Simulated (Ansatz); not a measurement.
# Phonon frequency of some elemental solids other than molecular ones, all diamond-structure

Method: r²SCAN0 (Ansatz, an electronic-structure program, plane waves, PAW). References are measured values at room or unstated temperature, uncorrected unless marked, so that the deviations hold thermal and zero-point effects besides the level's error.

Values in cm⁻¹.

```csv
solid,reference,r²SCAN0,deviation (%)
diamond (X TA),807,820,+1.6
diamond-structure Si (L TA),114,121,+6.1
diamond (L TO),1206,1281,+6.2
diamond-structure Si (L LO),420,?,?
diamond (L LO),1241,1319,+6.3
diamond (L LA),1029,1099,+6.8
diamond-structure Si (L LA),378,395,+4.5
diamond (L TA),550 (547–564),573,+4.2
diamond-structure Si (X TA),150,162,+8.0
diamond-structure Si (L TO),490,510,+4.1
```

Task: Estimate the withheld r²SCAN0 value.

Result: The deviations of the other rows run from +1.6 % to +8.0 %, with a median of +6.1 %; carried to the reference 420 it gives 446 cm⁻¹. The run gives 428 cm⁻¹ (+1.9 %), -4.0 % from the estimate; the row was drawn at random, and such an estimate is rough. Over these 10 values the mean deviation is +5.0 %, the mean absolute deviation 5.0 % (median 5.3 %), and the worst case diamond-structure Si (X TA) at +8.0 %; the value is too high in 10 of 10 cases.

Brackets give the range of the sources taken for a reference, where it is wide; it can hold other temperatures.

Differences are worked out from the printed values.

Each level is taken at its own relaxed cell. Ansatz's density-functional and Hartree–Fock values are scalar-relativistic unless marked +SOC, with PAW data made under PBE.

Not in this set, of the elemental solids other than molecular ones with a reference value in our tables and a result at some level: 25 for no value at r²SCAN0 (not run, a failed fit, an unstable or unbound cell, or a value held back for tests); 4 for a reference of another kind, counted apart. These can be a level's best or worst cases. Solids without a released value at any level aren't counted. Layered and molecular crystals are counted apart. The metals Ce to Yb are counted apart.

References as tabulated in Yang et al. (2021), arXiv:2106.07201; Giannozzi et al., Phys. Rev. B (1991); arXiv:cond-mat/0412643.
